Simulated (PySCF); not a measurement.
# C3H8S2: core ionisation energies

C3H8S2.
Structure used (GFN2-xTB), in Å, numbered top down from 1:
```xyz
13
C3H8S2 angstrom
C     -2.0227    0.2662   -0.5306
C     -1.0998   -0.7913    0.0355
S     -0.1154   -0.1552    1.4501
S      1.0577    1.2490    0.5799
C      2.5336    0.2850    0.1049
H     -1.4474    1.1196   -0.8858
H     -2.5907   -0.1422   -1.3641
H     -2.7165    0.6114    0.2324
H     -0.4012   -1.1632   -0.7138
H     -1.6546   -1.6288    0.4555
H      3.2436    0.9972   -0.3008
H      2.2656   -0.4479   -0.6497
H      2.9433   -0.1993    0.9851
```

The calculation used PySCF, delta-SCF UKS SCAN, pcX-2 on the ionised atom, pcseg-1 elsewhere, spin-free X2C. Vertical ΔSCF values, vacuum level as zero.

Task: Give the core binding energies atom by atom.

Result: 
| atom(s) | environment | level | binding energy (eV) | above the level's lowest (eV) | count |
| --- | --- | --- | --- | --- | --- |
| C1 | methyl carbon | C 1s | 290.62 | 0.00 | 1 |
| C2 | sp3 carbon bound to sulfur | C 1s | 291.05 | +0.43 | 1 |
| S3 | disulfide sulfur | S 1s | 2477.11 | 0.00 | 1 |
| S4 | disulfide sulfur | S 1s | 2477.27 | +0.16 | 1 |
| C5 | S-methyl carbon | C 1s | 291.06 | +0.44 | 1 |

Lowest listed C 1s: C1, bonded to C and 3 H. Highest, 0.44 eV above it: C5, bonded to S and 3 H. The widest gap between neighbouring values is 0.43 eV, between 290.62 and 291.05 eV. Summing the Pauling electronegativity differences to the bonded atoms, each weighted by its formal bond order, gives -1.05 for the lowest site and -1.02 for the highest; the largest sum, -0.67, belongs to C2, 0.01 eV below the top. The values 291.05 and 291.06 eV lie too close for their order to be trusted.

The 2 S 1s values lie within 0.16 eV of each other; Gaussian lines of 0.5 eV full width would blend them into one maximum.

Task: Which effective nuclear charge Zeff reproduces each element's mean 1s value in the hydrogen-like formula E = 13.606 eV × Zeff²?

Result: C (Z = 6): mean 290.9 eV, Zeff = 4.62, Z − Zeff = 1.38; S (Z = 16): mean 2477.2 eV, Zeff = 13.49, Z − Zeff = 2.51. Means run over the listed sites, weighted by atom count.

Not every level is listed. Geometry: GFN2-xTB, one conformer, isolated molecule.

Time: 57 s of wall time. Hardware: one thread, Arm Neoverse V1, on a shared host.
